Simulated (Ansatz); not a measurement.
Reaction (isomerisation): `NC(S)CC=O` → `CS/C=C(/N)O`

Computed with Ansatz on PBE0-D4/def2-TZVP structures; ΔE is electronic, products minus reactants. CBS: MP2 limit from def2 TZ/QZ plus the TZ coupled-cluster correction, frozen cores. DFT in def2-TZVPP. B3LYP here is the variant with VWN-RPA as its local correlation; programs differ in this. Each species was taken in one conformer, which may not be the lowest.

```tsv
level	ΔE (kJ/mol)	difference from CCSD(T)/CBS
PBE-D4	-45.1	-19.5
r2SCAN-D4	-46.1	-20.5
PBE0-D4	-45.2	-19.6
B3LYP-D4	-36.7	-11.1
ωB97X-V	-28.3	-2.7
ωB97M-V	-33.0	-7.4
B2PLYP	-32.3	-6.7
PBE	-46.0	-20.4
r2SCAN	-46.3	-20.7
PBE0	-46.0	-20.4
B3LYP	-38.2	-12.6
HF/def2-TZVPP	-19.2	6.4
MP2/def2-TZVPP	-27.8	-2.2
SCS-MP2/def2-TZVPP	-17.9	7.7
CCSD/def2-TZVPP	-17.5	8.1
CCSD(T)/def2-TZVPP	-19.6	6.0
HF/def2-QZVPP	-19.4	6.2
MP2/def2-QZVPP	-31.3	-5.7
SCS-MP2/def2-QZVPP	-21.3	4.3
HF/CBS(def2)	-19.4	6.2
MP2/CBS(def2)	-33.8	-8.2
CCSD/CBS(def2)	-23.5	2.1
CCSD(T)/CBS	-25.6	0
```

Largest T1 diagnostic among the species: 0.013.
